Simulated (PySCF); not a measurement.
Dipole moment and polarisability across levels of theory

Compound: COS.
SMILES: `O=C=S`

PySCF, dipoles from the SCF density, polarisabilities from static response with core orbitals frozen. Geometry: PBE0-D3(BJ)/def2-SVP; no solvent, vibrations or thermal averaging.

Reference dipole: 0.715 D (measured, gas; NIST CCCBDB Release 22 (SRD 101), experimental dipoles). Reference dipole: 0.733 D (computed, CCSD(T)/CBS, all electrons, equilibrium geometry, gas; Hait, Head-Gordon, J. Chem. Theory Comput. 14 (2018) 1969). Reference polarisability: 5.090 Å³ (measured, gas; NIST CCCBDB Release 22 (SRD 101), experimental polarizabilities). Reference polarisability: 5.113 Å³ (computed, CCSD(T)/CBS, static electronic, isotropic average, equilibrium geometry, gas; Hait, Head-Gordon, Phys. Chem. Chem. Phys. 20 (2018) 19800). Errors are taken against the first value of each kind. The anisotropy is √(½[(α1 − α2)² + (α2 − α3)² + (α3 − α1)²]).

| level | μ (D) | error (%) | α (Å³) | error (%) | anisotropy (Å³) |
| --- | --- | --- | --- | --- | --- |
| PBE0/def2-SVPD | 0.719 | +0.6 | 4.97 | -2.3 | 3.67 |
| BHandHLYP/def2-SVPD | 0.802 | +12.1 | 4.92 | -3.3 | 3.64 |
| CAM-B3LYP/def2-SVPD | 0.755 | +5.7 | 5.01 | -1.6 | 3.74 |
| wB97X-D/def2-SVPD | 0.669 | -6.4 | 4.99 | -2.0 | 3.70 |
| LC-wPBE/def2-SVPD | 0.588 | -17.8 | 4.95 | -2.7 | 3.78 |
| PBE0/6-31G* | 0.389 | -45.6 | 3.64 | -28.5 | 4.52 |
| PBE0/def2-SVP | 0.542 | -24.2 | 3.48 | -31.6 | 4.32 |
| PBE0/6-31+G* | 0.654 | -8.6 | 4.14 | -18.6 | 4.85 |
| PBE0/aug-cc-pVDZ | 0.694 | -2.9 | 4.90 | -3.7 | 3.84 |
| PBE0/def2-TZVP | 0.708 | -0.9 | 4.36 | -14.3 | 4.25 |
| PBE0/def2-TZVPD | 0.747 | +4.4 | 5.03 | -1.1 | 3.69 |
| PBE0/aug-cc-pVTZ | 0.723 | +1.2 | 5.02 | -1.5 | 3.70 |

For the dipole, the smallest error is 0.6% (PBE0/def2-SVPD) and the largest 45.6% (PBE0/6-31G*). For the polarisability, the smallest error is 1.1% (PBE0/def2-TZVPD) and the largest 31.6% (PBE0/def2-SVP). The dipole runs from 0.39 D (PBE0/6-31G*) to 0.80 D (BHandHLYP/def2-SVPD). In one basis (def2-SVPD) the functionals order the polarisability from BHandHLYP (lowest) to CAM-B3LYP (highest), a spread of 2%. With PBE0 the polarisability is 3.83 Å³ without diffuse functions (mean of 6-31G*, def2-SVP and def2-TZVP) and 4.81 Å³ with them (mean of 6-31+G*, def2-SVPD, aug-cc-pVDZ, def2-TZVPD and aug-cc-pVTZ). Measured values can belong to vibrating molecules; the computed ones are for one fixed geometry.
